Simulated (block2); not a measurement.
# SF2 (sulfur difluoride) at DMRG/ANO-RCC-MB

What is the vertical ionisation energy of SF2 (sulfur difluoride) at DMRG/ANO-RCC-MB? Input form: a Python script.

Program for the calculation: block2 0.5.4.

4 further runs of the same task are left out: 2 that didn't finish, 2 set aside as unsound or not needed.

## (1) Starting point

SF2 has 3 atoms, charge 0, and is taken as a singlet. As SMILES, `FSF`. The coordinates come from a GFN2-xTB relaxation.

Bond lengths: F1–S2 1.632 Å, S2–F3 1.632 Å. Angles: F1–S2–F3 97.2°.

## (2) A single-point energy at DMRG/ANO-RCC-MB

The input, job.py:

```python
import numpy as np
from pyscf import cc, dft, gto, mcscf, mp, scf
from pyblock2._pyscf.ao2mo import integrals as itg
from pyblock2.driver.core import DMRGDriver, SymmetryTypes

geom = """
F
S 1 1.632318
F 2 1.632139 1 97.16102
"""
mol = gto.M(
    atom=geom,
    basis="ano-rcc-mb",
    verbose=3,
    max_memory=2000,
)
print("basis functions          = %d" % (mol.nao))
mf = scf.RHF(mol)
mf.conv_tol = 1e-10
mf.max_cycle = 200
mf.kernel()
if not mf.converged:
    mf = mf.newton().run(mf.mo_coeff, mf.mo_occ)
print("SCF energy               = %.10f" % (mf.e_tot))
# MP2, CCSD and CCSD(T) with the same frozen core
ref = mf
pt = mp.MP2(ref, frozen=7).run()
mycc = cc.CCSD(ref, frozen=7)
mycc.max_cycle = 150
mycc.kernel()
print("MP2 total energy         = %.10f" % (pt.e_tot))
if mycc.converged:
    print(f"CCSD total energy        = {mycc.e_tot:.10f}")
    print(f"E(CCSD(T))               = {mycc.e_tot + mycc.ccsd_t():.10f}")
    print("T1                       = %.4f" % (mycc.get_t1_diagnostic()))
# a few density functionals on the same geometry and basis
ks = dft.RKS(mol, xc="m06l").set(conv_tol=1e-9, verbose=3).run()
if ks.converged:
    print("E(M06-L)                 = %.8f" % (ks.e_tot))
ks = dft.RKS(mol, xc="hse06").set(conv_tol=1e-9, verbose=3).run()
if ks.converged:
    print("E(HSE06)                 = %.8f" % (ks.e_tot))
ks = dft.RKS(mol, xc="tpss").set(conv_tol=1e-9, verbose=3).run()
if ks.converged:
    print(f"E(TPSS)                  = {ks.e_tot:.8f}")
ks = dft.RKS(mol, xc="b3lyp").set(conv_tol=1e-9, verbose=3).run()
if ks.converged:
    print(f"E(B3LYP)                 = {ks.e_tot:.8f}")
# rotate to MP2 natural orbitals
occ_no, mo = mcscf.addons.make_natural_orbitals(mp.MP2(mf, frozen=7).run())
mf.mo_coeff = mo
ncas, n_elec, spin, ecore, h1e, g2e, orb_sym = itg.get_rhf_integrals(mf, ncore=7, ncas=12, pg_symm=False, g2e_symm=1)
drv = DMRGDriver(scratch="./tmp", symm_type=SymmetryTypes.SU2, stack_mem=1500 << 20, n_threads=1)
# orbital ordering
idx = drv.orbital_reordering(h1e, g2e, method="fiedler")
print("orbital order:", idx.tolist())
h1e = h1e[np.ix_(idx, idx)]
g2e = g2e[np.ix_(idx, idx, idx, idx)]
orb_sym = np.array(orb_sym)[idx]
drv.initialize_system(n_sites=ncas, n_elec=n_elec, spin=spin, orb_sym=orb_sym)
mpo = drv.get_qc_mpo(h1e=h1e, g2e=g2e, ecore=ecore, iprint=1)
occs = np.array([1.8] * 10 + [0.2] * 2)[idx]
mps = drv.get_random_mps(tag="GS", bond_dim=25, nroots=1, occs=occs)
bond_dims = [25] * 2 + [50] * 4 + [100] * 2
noises = [0.0001] * 2 + [0.0001] * 4 + [1e-05] * 2 + [0]
thrds = [1e-08] * 8
e = drv.dmrg(mpo, mps, n_sweeps=14, tol=1e-06, bond_dims=bond_dims, noises=noises, thrds=thrds, iprint=1)
ms, dws, es = drv.get_dmrg_results()
print("DW                       = %.3e" % (dws[-1]))
print(f"total energy             = {e:.10f}")
dm1 = drv.get_1pdm(mps)
print("occupation numbers       =", np.round(np.linalg.eigvalsh(dm1)[::-1], 5).tolist())
c_act = mf.mo_coeff[:, 7:19][:, idx]
dm_ao = c_act @ dm1 @ c_act.T + 2 * mf.mo_coeff[:, :7] @ mf.mo_coeff[:, :7].T
print("dipole / D               =", np.round(scf.hf.dip_moment(mol, dm_ao, verbose=0), 4).tolist())
print(f"max block entropy        = {max(drv.get_bipartite_entanglement(mps)):.4f}")
# FCI check
ci = mcscf.CASCI(mf, 12, (10, 10))
ci.fix_spin_(ss=0)
ci.fcisolver.conv_tol = 1e-10
ci.fcisolver.max_cycle = 200
ci.kernel()
print(f"E(FCI)                   = {ci.e_tot:.10f}")
```

Started as:

```sh
$ python job.py
```

Output:

```text
basis functions          = 19
converged SCF energy = -595.912068377435
SCF energy               = -595.9120683774
E(RMP2) = -595.963789147857  E_corr = -0.051720770421285
E(SCS-RMP2) = -595.970411667976  E_corr = -0.0583432905409453
E(CCSD) = -595.9833142967823  E_corr = -0.07124591934684715
MP2 total energy         = -595.9637891479
CCSD total energy        = -595.9833142968
CCSD(T) correction = -0.00206886103403121
E(CCSD(T))               = -595.9853831578
T1                       = 0.0117
converged SCF energy = -597.377720915008
E(M06-L)                 = -597.37772092
converged SCF energy = -597.13852085607
E(HSE06)                 = -597.13852086
converged SCF energy = -597.477582740779
E(TPSS)                  = -597.47758274
converged SCF energy = -597.451546426749
E(B3LYP)                 = -597.45154643
E(RMP2) = -595.963789147857  E_corr = -0.051720770421285
E(SCS-RMP2) = -595.970411667976  E_corr = -0.0583432905409453
orbital order: [11, 9, 8, 10, 6, 3, 2, 5, 7, 1, 0, 4]
integral symmetrize error =  0.0
integral cutoff error =  0.0
mpo terms =      12226

Build MPO | Nsites =    12 | Nterms =      12226 | Algorithm = FastBIP | Cutoff = 1.00e-20
 Site =     0 /    12 .. Mmpo =    14 DW = 0.00e+00 NNZ =       14 SPT = 0.0000 Tmvc = 0.001 T = 0.002
 Site =     1 /    12 .. Mmpo =    46 DW = 0.00e+00 NNZ =      204 SPT = 0.6832 Tmvc = 0.001 T = 0.002
 Site =     2 /    12 .. Mmpo =    68 DW = 0.00e+00 NNZ =      417 SPT = 0.8667 Tmvc = 0.001 T = 0.002
 Site =     3 /    12 .. Mmpo =    98 DW = 0.00e+00 NNZ =      708 SPT = 0.8938 Tmvc = 0.001 T = 0.003
 Site =     4 /    12 .. Mmpo =   136 DW = 0.00e+00 NNZ =     1027 SPT = 0.9229 Tmvc = 0.001 T = 0.003
 Site =     5 /    12 .. Mmpo =   182 DW = 0.00e+00 NNZ =     1335 SPT = 0.9461 Tmvc = 0.001 T = 0.003
 Site =     6 /    12 .. Mmpo =   136 DW = 0.00e+00 NNZ =     5400 SPT = 0.7818 Tmvc = 0.001 T = 0.005
 Site =     7 /    12 .. Mmpo =    98 DW = 0.00e+00 NNZ =     1048 SPT = 0.9214 Tmvc = 0.000 T = 0.001
 Site =     8 /    12 .. Mmpo =    68 DW = 0.00e+00 NNZ =      720 SPT = 0.8920 Tmvc = 0.000 T = 0.001
 Site =     9 /    12 .. Mmpo =    46 DW = 0.00e+00 NNZ =      393 SPT = 0.8744 Tmvc = 0.000 T = 0.001
 Site =    10 /    12 .. Mmpo =    14 DW = 0.00e+00 NNZ =      188 SPT = 0.7081 Tmvc = 0.000 T = 0.000
 Site =    11 /    12 .. Mmpo =     1 DW = 0.00e+00 NNZ =       14 SPT = 0.0000 Tmvc = 0.000 T = 0.000
Ttotal =      0.022 Tmvc-total = 0.006 MPO bond dimension =   182 MaxDW = 0.00e+00
NNZ =        11468 SIZE =        97060 SPT = 0.8818

Rank =     0 Ttotal =      0.023 MPO method = FastBipartite bond dimension =     182 NNZ =        11468 SIZE =        97060 SPT = 0.8818

Sweep =    0 | Direction =  forward | Bond dimension =   25 | Noise =  1.00e-04 | Dav threshold =  1.00e-08
Time elapsed =      0.069 | E =    -595.9770880448 | DW = 1.52670e-07

Sweep =    1 | Direction = backward | Bond dimension =   25 | Noise =  1.00e-04 | Dav threshold =  1.00e-08
Time elapsed =      0.171 | E =    -595.9860035535 | DE = -8.92e-03 | DW = 6.46054e-07

Sweep =    2 | Direction =  forward | Bond dimension =   50 | Noise =  1.00e-04 | Dav threshold =  1.00e-08
Time elapsed =      0.320 | E =    -595.9863599496 | DE = -3.56e-04 | DW = 7.18895e-09

Sweep =    3 | Direction = backward | Bond dimension =   50 | Noise =  1.00e-04 | Dav threshold =  1.00e-08
Time elapsed =      0.499 | E =    -595.9863622305 | DE = -2.28e-06 | DW = 1.23078e-08

Sweep =    4 | Direction =  forward | Bond dimension =   50 | Noise =  1.00e-04 | Dav threshold =  1.00e-08
Time elapsed =      0.678 | E =    -595.9863622422 | DE = -1.17e-08 | DW = 7.85763e-09

Sweep =    5 | Direction = backward | Bond dimension =   50 | Noise =  1.00e-04 | Dav threshold =  1.00e-08
Time elapsed =      0.865 | E =    -595.9863622466 | DE = -4.44e-09 | DW = 1.23141e-08

Sweep =    6 | Direction =  forward | Bond dimension =  100 | Noise =  1.00e-05 | Dav threshold =  1.00e-08
Time elapsed =      1.129 | E =    -595.9863622465 | DE = 1.30e-10 | DW = 5.85580e-17

Sweep =    7 | Direction = backward | Bond dimension =  100 | Noise =  1.00e-05 | Dav threshold =  1.00e-08
Time elapsed =      1.453 | E =    -595.9863622465 | DE = -2.84e-14 | DW = 8.80292e-15

Sweep =    8 | Direction =  forward | Bond dimension =  100 | Noise =  0.00e+00 | Dav threshold =  1.00e-07
Time elapsed =      1.686 | E =    -595.9863622465 | DE = -2.84e-14 | DW = 1.25334e-20

DW                       = 1.253e-20
total energy             = -595.9863622465
occupation numbers       = [1.99977, 1.99961, 1.99958, 1.99957, 1.99688, 1.99641, 1.99285, 1.99119, 1.94763, 1.94336, 0.06691, 0.06625]
dipole / D               = [0.8911, 0.0, -1.0097]
max block entropy        = 0.3082
CASCI E = -595.986362248734  E(CI) = -95.6002853298530  S^2 = 0.0000000
E(FCI)                   = -595.9863622487
```

Wall time 12 s (1 thread of Intel Xeon 6975P-C (Granite Rapids), shared host); peak memory 0.32 GiB.

## (3) The doublet cation: a single-point energy at DMRG/ANO-RCC-MB

The input, mol.xyz:

```xyz
3
F2S
F      0.454740     1.131520     0.375070
S     -0.626960     0.131720    -0.328340
F      0.172220    -1.263230    -0.046730
```

The input, block2_dmrg.py:

```python
import numpy as np
from pyscf import cc, dft, gto, mcscf, mp, scf
from pyblock2._pyscf.ao2mo import integrals as itg
from pyblock2.driver.core import DMRGDriver, SymmetryTypes

geom = "mol.xyz"
mol = gto.M(
    atom=geom,
    basis="ano-rcc-mb",
    charge=1,
    spin=1,
    verbose=3,
    max_memory=2000,
)
print("nao                      = %d" % (mol.nao))
mf = scf.ROHF(mol)
mf.conv_tol = 1e-10
mf.max_cycle = 200
mf.kernel()
if not mf.converged:
    mf = mf.newton().run(mf.mo_coeff, mf.mo_occ)
print("SCF energy               = %.10f" % (mf.e_tot))
# single-reference ladder for comparison
ref = scf.UHF(mol).run(mf.make_rdm1(), conv_tol=1e-10)
pt = mp.MP2(ref, frozen=7).run()
mycc = cc.CCSD(ref, frozen=7)
mycc.max_cycle = 150
mycc.kernel()
print(f"E(MP2)                   = {pt.e_tot:.10f}")
if mycc.converged:
    print("E(CCSD)                  = %.10f" % (mycc.e_tot))
    print(f"E(CCSD(T))               = {mycc.e_tot + mycc.ccsd_t():.10f}")
# a few density functionals on the same geometry and basis
ks = dft.UKS(mol, xc="m06l").set(conv_tol=1e-9, verbose=3).run(mf.make_rdm1())
if ks.converged:
    print(f"E(M06-L)                 = {ks.e_tot:.8f}")
ks = dft.UKS(mol, xc="hse06").set(conv_tol=1e-9, verbose=3).run(mf.make_rdm1())
if ks.converged:
    print("E(HSE06)                 = %.8f" % (ks.e_tot))
ks = dft.UKS(mol, xc="tpss").set(conv_tol=1e-9, verbose=3).run(mf.make_rdm1())
if ks.converged:
    print(f"E(TPSS)                  = {ks.e_tot:.8f}")
ks = dft.UKS(mol, xc="b3lyp").set(conv_tol=1e-9, verbose=3).run(mf.make_rdm1())
if ks.converged:
    print(f"E(B3LYP)                 = {ks.e_tot:.8f}")
# natural orbitals of MP2 give a compact matrix product state
occ_no, mo = mcscf.addons.make_natural_orbitals(mp.MP2(mf.to_uhf(), frozen=7).run())
mf.mo_coeff = mo
ncas, n_elec, spin, ecore, h1e, g2e, orb_sym = itg.get_rhf_integrals(mf, ncore=7, ncas=12, pg_symm=False, g2e_symm=1)
drv = DMRGDriver(scratch="./tmp", symm_type=SymmetryTypes.SU2, stack_mem=1500 << 20, n_threads=1)
# orbital ordering
idx = drv.orbital_reordering(h1e, g2e, method="fiedler")
print("orbital order:", idx.tolist())
h1e = h1e[np.ix_(idx, idx)]
g2e = g2e[np.ix_(idx, idx, idx, idx)]
orb_sym = np.array(orb_sym)[idx]
drv.initialize_system(n_sites=ncas, n_elec=n_elec, spin=spin, orb_sym=orb_sym)
mpo = drv.get_qc_mpo(h1e=h1e, g2e=g2e, ecore=ecore, iprint=1)
occs = np.array([1.8] * 9 + [1.0] * 1 + [0.2] * 2)[idx]
mps = drv.get_random_mps(tag="GS", bond_dim=50, nroots=1, occs=occs)
bond_dims = [50] * 4 + [100] * 4
noises = [0.0001] * 4 + [1e-05] * 4 + [0]
thrds = [1e-09] * 8
e = drv.dmrg(mpo, mps, n_sweeps=14, tol=1e-06, bond_dims=bond_dims, noises=noises, thrds=thrds, iprint=1)
ms, dws, es = drv.get_dmrg_results()
print("discarded weight         = %.3e" % (dws[-1]))
print("final energy             = %.10f" % (e))
dm1 = drv.get_1pdm(mps)
print("occupation numbers       =", np.round(np.linalg.eigvalsh(dm1)[::-1], 5).tolist())
c_act = mf.mo_coeff[:, 7:19][:, idx]
dm_ao = c_act @ dm1 @ c_act.T + 2 * mf.mo_coeff[:, :7] @ mf.mo_coeff[:, :7].T
print("dipole / D               =", np.round(scf.hf.dip_moment(mol, dm_ao, verbose=0), 4).tolist())
print(f"max block entropy        = {max(drv.get_bipartite_entanglement(mps)):.4f}")
csf, coef = drv.get_csf_coefficients(mps, cutoff=0.08, iprint=1)
print("c0^2                     = %.4f" % (np.max(np.abs(coef)) ** 2))
# exact diagonalisation in the same space
ci = mcscf.CASCI(mf, 12, (10, 9))
ci.fix_spin_(ss=0.75)
ci.fcisolver.conv_tol = 1e-10
ci.fcisolver.max_cycle = 200
ci.kernel()
print(f"FCI energy               = {ci.e_tot:.10f}")
```

Started as:

```sh
$ python block2_dmrg.py
```

Output:

```text
nao                      = 19
converged SCF energy = -595.46900898311
SCF energy               = -595.4690089831
converged SCF energy = -595.470230824612  <S^2> = 0.76982343  2S+1 = 2.0197262
E(UMP2) = -595.544115656737  E_corr = -0.0738848321256123
E(SCS-UMP2) = -595.548363422442  E_corr = -0.0781325978304726
E(UCCSD) = -595.5717058886578  E_corr = -0.1014750640460554
E(MP2)                   = -595.5441156567
E(CCSD)                  = -595.5717058887
UCCSD(T) correction = -0.00598347226906281
E(CCSD(T))               = -595.5776893609
converged SCF energy = -596.932844017041  <S^2> = 0.75052381  2S+1 = 2.0005237
E(M06-L)                 = -596.93284402
converged SCF energy = -596.687182823716  <S^2> = 0.75052157  2S+1 = 2.0005215
E(HSE06)                 = -596.68718282
converged SCF energy = -597.038680056676  <S^2> = 0.75031237  2S+1 = 2.0003123
E(TPSS)                  = -597.03868006
converged SCF energy = -597.000103988433  <S^2> = 0.75032742  2S+1 = 2.0003274
E(B3LYP)                 = -597.00010399
E(UMP2) = -595.5449130931  E_corr = -0.0759041099904832
E(SCS-UMP2) = -595.548792811452  E_corr = -0.0797838283422808
orbital order: [9, 5, 6, 1, 0, 3, 2, 4, 8, 7, 10, 11]
integral symmetrize error =  0.0
integral cutoff error =  0.0
mpo terms =      12281

Build MPO | Nsites =    12 | Nterms =      12281 | Algorithm = FastBIP | Cutoff = 1.00e-20
 Site =     0 /    12 .. Mmpo =    14 DW = 0.00e+00 NNZ =       14 SPT = 0.0000 Tmvc = 0.001 T = 0.002
 Site =     1 /    12 .. Mmpo =    46 DW = 0.00e+00 NNZ =      215 SPT = 0.6661 Tmvc = 0.001 T = 0.003
 Site =     2 /    12 .. Mmpo =    68 DW = 0.00e+00 NNZ =      429 SPT = 0.8629 Tmvc = 0.001 T = 0.003
 Site =     3 /    12 .. Mmpo =    98 DW = 0.00e+00 NNZ =      725 SPT = 0.8912 Tmvc = 0.001 T = 0.004
 Site =     4 /    12 .. Mmpo =   136 DW = 0.00e+00 NNZ =     1045 SPT = 0.9216 Tmvc = 0.001 T = 0.004
 Site =     5 /    12 .. Mmpo =   182 DW = 0.00e+00 NNZ =     1363 SPT = 0.9449 Tmvc = 0.001 T = 0.004
 Site =     6 /    12 .. Mmpo =   136 DW = 0.00e+00 NNZ =     5517 SPT = 0.7771 Tmvc = 0.001 T = 0.007
 Site =     7 /    12 .. Mmpo =    98 DW = 0.00e+00 NNZ =     1049 SPT = 0.9213 Tmvc = 0.000 T = 0.002
 Site =     8 /    12 .. Mmpo =    68 DW = 0.00e+00 NNZ =      727 SPT = 0.8909 Tmvc = 0.000 T = 0.001
 Site =     9 /    12 .. Mmpo =    46 DW = 0.00e+00 NNZ =      428 SPT = 0.8632 Tmvc = 0.000 T = 0.001
 Site =    10 /    12 .. Mmpo =    14 DW = 0.00e+00 NNZ =      215 SPT = 0.6661 Tmvc = 0.000 T = 0.000
 Site =    11 /    12 .. Mmpo =     1 DW = 0.00e+00 NNZ =       14 SPT = 0.0000 Tmvc = 0.000 T = 0.000
Ttotal =      0.033 Tmvc-total = 0.008 MPO bond dimension =   182 MaxDW = 0.00e+00
NNZ =        11741 SIZE =        97060 SPT = 0.8790

Rank =     0 Ttotal =      0.034 MPO method = FastBipartite bond dimension =     182 NNZ =        11741 SIZE =        97060 SPT = 0.8790

Sweep =    0 | Direction =  forward | Bond dimension =   50 | Noise =  1.00e-04 | Dav threshold =  1.00e-09
Time elapsed =      0.284 | E =    -595.5641520075 | DW = 6.25099e-09

Sweep =    1 | Direction = backward | Bond dimension =   50 | Noise =  1.00e-04 | Dav threshold =  1.00e-09
Time elapsed =      0.569 | E =    -595.5811673302 | DE = -1.70e-02 | DW = 1.58583e-06

Sweep =    2 | Direction =  forward | Bond dimension =   50 | Noise =  1.00e-04 | Dav threshold =  1.00e-09
Time elapsed =      0.839 | E =    -595.5812420794 | DE = -7.47e-05 | DW = 1.40396e-06

Sweep =    3 | Direction = backward | Bond dimension =   50 | Noise =  1.00e-04 | Dav threshold =  1.00e-09
Time elapsed =      1.121 | E =    -595.5812446828 | DE = -2.60e-06 | DW = 1.63338e-06

Sweep =    4 | Direction =  forward | Bond dimension =  100 | Noise =  1.00e-05 | Dav threshold =  1.00e-09
Time elapsed =      1.543 | E =    -595.5812507931 | DE = -6.11e-06 | DW = 2.87484e-09

Sweep =    5 | Direction = backward | Bond dimension =  100 | Noise =  1.00e-05 | Dav threshold =  1.00e-09
Time elapsed =      2.069 | E =    -595.5812512783 | DE = -4.85e-07 | DW = 1.93663e-09

Sweep =    6 | Direction =  forward | Bond dimension =  100 | Noise =  1.00e-05 | Dav threshold =  1.00e-09
Time elapsed =      2.546 | E =    -595.5812512800 | DE = -1.68e-09 | DW = 3.86804e-09

Sweep =    7 | Direction = backward | Bond dimension =  100 | Noise =  1.00e-05 | Dav threshold =  1.00e-09
Time elapsed =      3.020 | E =    -595.5812512804 | DE = -3.83e-10 | DW = 2.03602e-09

Sweep =    8 | Direction =  forward | Bond dimension =  100 | Noise =  0.00e+00 | Dav threshold =  1.00e-07
Time elapsed =      3.440 | E =    -595.5812512802 | DE = 1.47e-10 | DW = 6.90632e-20

discarded weight         = 6.906e-20
final energy             = -595.5812512802
occupation numbers       = [1.99938, 1.99921, 1.99504, 1.98983, 1.98776, 1.97994, 1.97213, 1.92733, 1.92461, 1.04663, 0.09035, 0.0878]
dipole / D               = [-2.7872, 0.5855, -1.4597]
max block entropy        = 0.5697
mps center changed (temporarily)
DTRIE T =      0.001
Number of CSF =          7 (cutoff =      0.08)
Sum of weights of included CSF =    0.938083515787297

CSF          0 -22222222200  =    0.926763510371692
CSF          1 2-2222222200  =    0.155749471839517
CSF          2 -2222222+-+-  =   -0.139704612038256
CSF          3 22-22222+2-0  =   -0.099845098700845
CSF          4 22-222222+0-  =    0.097027661243822
CSF          5 2-2222222+-0  =    0.095900089811136
CSF          6 2-222222+20-  =   -0.082688554352923
c0^2                     = 0.8589
CASCI E = -595.581251281166  E(CI) = -95.1935584608399  S^2 = 0.7500000
FCI energy               = -595.5812512812
```

Run time: 16 s. Hardware: 1 thread of Intel Xeon 6975P-C (Granite Rapids), shared host; peak memory 0.34 GiB.

## (4) Summary of results

At DMRG/ANO-RCC-MB, 7 core orbitals frozen:

```
                                                                       quantity          value
                                           run 1, DMRG/ANO-RCC-MB: total energy  -595.98636 Eh
run 1, DMRG/ANO-RCC-MB: dipole moment (of the density that the program reports)         1.35 D
                         run 1, DMRG/ANO-RCC-MB: T1 diagnostic of the CCSD step          0.012
                                                   doublet cation: total energy  -595.58125 Eh
                             vertical ionisation energy (to the doublet cation)      11.024 eV
```

In words: The vertical ionisation energy comes to 11.02 eV (1064 kJ/mol). In a minimal basis such a difference can be off by several eV, whatever the method. The basis (run 1, DMRG/ANO-RCC-MB) was made for a relativistic Hamiltonian, but the run is non-relativistic. The basis (doublet cation) was made for a relativistic Hamiltonian, but the run is non-relativistic.
